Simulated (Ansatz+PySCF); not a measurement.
Results of a calculation; reference values are marked as such.
Input for PySCF 2.14.0:

```python
from pyscf import gto, scf, cc

mol = gto.M(atom="""
C 0.000000 0.000000 -0.105920
H 0.000000 1.003960 0.317760
H 0.000000 -1.003960 0.317760
C 10.000000 0.000000 -0.105920
H 10.000000 1.003960 0.317760
H 10.000000 -1.003960 0.317760
""", basis='sto-3g', charge=0, spin=0)
mf = scf.UHF(mol)
mf.kernel()
mycc = cc.CCSD(mf, frozen=2).run()
et = mycc.ccsd_t()
print(mf.e_tot, mycc.e_corr, et, mycc.e_tot + et)
```

The script is written out from the run's settings.

Output:

```
Converged               : yes
Reference energy        : -76.67692 hartree
CCSD correlation energy : -0.11539 hartree
Triples correction      : -0.00074 hartree
Total energy            : -76.79305 hartree
```

This is not the lowest solution: another run reaches a determinant 5.23 eV lower. Caution: bonds are stretched, where a single reference can fail.
